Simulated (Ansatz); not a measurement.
# AlN2: the cost of one run

The runs use Ansatz 0.2.0, Gaussian basis; def2-QZVPP, all electrons in the functionals.

To be run: PBE, BLYP, r2SCAN, B97M-V, PBE0, B3LYP, at charge 0, quartet; charge 0, doublet; charge 0, sextet; charge 1, triplet; charge 1, quintet.

### 1 The system

The geometry is a PBE0/def2-TZVP stationary point (not a proven minimum).

3 atoms, charge 0, spin multiplicity 4.

Atoms are counted from 1 here; the program's logs count them from 0.

Bond lengths: N1–Al2 1.795 Å, Al2–N3 1.795 Å. Angles: N1–Al2–N3 180.0°.

As a file:

```xyz
3

N     0.00000    0.00000    1.79530
Al    0.00000    0.00000    0.00000
N     0.00000    0.00000   -1.79530
```

No dispersion term is added; B97M-V holds VV10 nonlocal correlation. B3LYP takes the VWN-RPA correlation.

The geometry shown and the zero of energy belong to the point charge 0, quartet. The yardstick, UCCSD(T), and other wave-function levels (R restricted, U unrestricted, valence and pair active spaces) come from earlier runs.

### 2 PBE, charge 0, quartet

The input, in.yaml:

```yaml
crystal:
  periodic: [false, false, false]
  atoms:
    - {symbol: N, position_ang: [0.000000, 0.000000, 1.795300]}
    - {symbol: Al, position_ang: [0.000000, 0.000000, 0.000000]}
    - {symbol: N, position_ang: [0.000000, 0.000000, -1.795300]}
basis:
  gaussian: {orbitals: "def2-QZVPP.json"}
magnetization: {spin_polarized: true, initial_magnetization: 3}
hamiltonian: {xc: {name: PBE}}
output: {orbitals: {seedname: orbitals}}
```

Command:

```sh
$ ansatz run in.yaml --threads 1 --pin off --events-out ev --progress --plain --max-ram 2393MiB
```

**Question.** How long does this run take on 1 thread of Arm Neoverse V2, shared host, and how much memory does it need?

About 23 s, with a peak of 0.39 GiB.
